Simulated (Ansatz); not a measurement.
What does this script print? It uses the Ansatz DFT code, driven from Python.

`ch2o2s2_energy.py`
```python
"""Single point of CH2O2S2 in a Gaussian basis."""

from pathlib import Path
import json

import ansatz as az
from rdkit import Chem
from rdkit.Chem import AllChem


def main() -> None:
    # a force-field geometry from the SMILES
    rd = Chem.AddHs(Chem.MolFromSmiles("OC1(O)SS1"))
    AllChem.EmbedMolecule(rd, randomSeed=493)
    AllChem.UFFOptimizeMolecule(rd)
    ch2o2s2 = az.Crystal.molecule()
    for atom, xyz in zip(rd.GetAtoms(), rd.GetConformer().GetPositions()):
        ch2o2s2 = ch2o2s2.atom(atom.GetSymbol(), xyz.round(5).tolist())

    job = ch2o2s2.calculation()
    job = job.basis(gaussian="6-31G*").functional("pbe0")
    job = job.orbitals()
    print(job.to_yaml())
    outcome = job.run(runs_dir="runs")
    data = outcome.report

    for key in ("converged", "free_energy_ev", "reference_energy_ev", "n_frozen", "n_occupied", "n_virtual"):
        print(f"{key:22s} {data[key]}")

    state = data["mean_field"]["state"]
    print(f"mean field: {state['energy']['hartree']:.7f} Ha, <S^2> = {abs(state['spin_squared']):.4f}, stability: {state.get('stability', {}).get('kind')}")

    lines = Path(data["orbitals_path"]).read_text().splitlines()
    field_of = lambda key: [line.split("=")[1].strip() for line in lines if line.startswith(key)]
    orbitals = [(27.211386 * float(e), s, float(n)) for e, s, n in zip(field_of("Ene="), field_of("Spin="), field_of("Occup="))]
    homo = max(e for e, _, n in orbitals if n > 0.5)
    lumo = min(e for e, _, n in orbitals if n < 0.5)
    print(f"HOMO {homo:.3f} eV, LUMO {lumo:.3f} eV, gap {lumo - homo:.3f} eV")
    with open("ch2o2s2.json", "w") as handle:
        json.dump({k: data[k] for k in ("free_energy_ev", "reference_energy_ev", "n_occupied", "n_virtual")}, handle, indent=1)


if __name__ == "__main__":
    main()
```

```console
$ python ch2o2s2_energy.py
crystal:
  periodic: [false, false, false]
  atoms:
    - { symbol: O, position_ang: [-0.86928, -0.99466, -0.25618] }
    - { symbol: C, position_ang: [0.18523, -0.07741, -0.2011] }
    - { symbol: O, position_ang: [-0.15556, 1.25341, -0.4641] }
    - { symbol: S, position_ang: [1.3388, -0.32086, 1.12663] }
    - { symbol: S, position_ang: [1.64733, -0.61912, -1.03927] }
    - { symbol: H, position_ang: [-1.44466, -0.79053, 0.52522] }
    - { symbol: H, position_ang: [-0.70185, 1.54916, 0.3088] }
basis:
  gaussian:
    orbitals: "6-31G*"
hamiltonian:
  xc: pbe0
output:
  orbitals: {}

converged              True
free_energy_ev         -26818.673131565763
reference_energy_ev    -26818.673131565763
n_frozen               0
n_occupied             [28, 28]
n_virtual              [59, 59]
mean field: -985.5680592 Ha, <S^2> = 0.0000, stability: minimum
HOMO -6.497 eV, LUMO -2.786 eV, gap 3.711 eV
```

File `ch2o2s2.json` afterwards:
```json
{
 "free_energy_ev": -26818.673131565763,
 "reference_energy_ev": -26818.673131565763,
 "n_occupied": [
  28,
  28
 ],
 "n_virtual": [
  59,
  59
 ]
}
```

Total energies depend on the basis set; only differences at equal settings carry meaning. The geometry is a force-field or estimated start, not a minimum of this method, and the basis set is short of its limit. Levels such as HOMO and LUMO are orbital energies: with these approximate functionals they aren't the ionisation energy and electron affinity, and their gap isn't the fundamental gap. Run time: 3 s on 1 thread of Intel(R) Xeon(R) Platinum 8488C (Sapphire Rapids), on a shared host, peak memory 0.29 GiB.

(Lines on the test bed's own set-up are left out of the output.)
